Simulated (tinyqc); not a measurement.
Stretching all distances: RHF, UHF, MP2, CISD and CCSD against full CI in the sto-3g basis, for LiH, spin multiplicity 1. Computed by the program tinyqc with PySCF. 

Geometry (angstrom):
```
atom       x       y       z
Li    0.0000  0.0000  0.0000
H     0.0000  0.0000  1.5170
```

All coordinates are multiplied by the scale. c0^2 is the weight of the RHF determinant in the lowest singlet FCI state (UHF is spin-contaminated and may lie near states of higher spin) and n(LUMO) the first natural occupation beyond the occupied space.

Full CI energy (hartree) and errors against it (kcal/mol):
```
scale  distance 1-2 (angstrom)    E(FCI)     RHF     UHF     MP2   CISD   CCSD  <S^2> UHF   c0^2  n(LUMO)
0.990                    1.502  -7.88239  11.940  11.940   4.278  0.008  0.006      0.000  0.977    0.037
1.170                    1.775  -7.87591  15.005  15.005   5.868  0.010  0.008      0.000  0.966    0.057
1.350                    2.048  -7.85747  19.959  19.929   8.518  0.015  0.012      0.057  0.944    0.096
1.530                    2.321  -7.83642  27.119  19.122  12.456  0.022  0.019      0.612  0.903    0.162
1.700                    2.579  -7.81868  36.179  14.148  17.472  0.033  0.029      0.805  0.843    0.259
1.880                    2.852  -7.80445  48.081   8.965  23.797  0.048  0.043      0.899  0.763    0.392
2.060                    3.125  -7.79512  61.436   5.271  30.011  0.063  0.057      0.947  0.686    0.532
2.240                    3.398  -7.78953  74.857   3.013  34.604  0.075  0.067      0.971  0.627    0.653
2.420                    3.671  -7.78633  87.228   1.722  36.514  0.083  0.074      0.985  0.587    0.747
```

UHF parts from RHF first at scale 1.35 of those listed, where <S^2> leaves zero. The weight c0^2 goes from 0.98 to 0.59 and n(LUMO) from 0.04 to 0.75: static correlation grows as the bonds break into open-shell fragments. The spread of the error along the curve, which distorts its shape, is CCSD 0.1, CISD 0.1, UHF 18.2, MP2 32.2, RHF 75.3 kcal/mol.
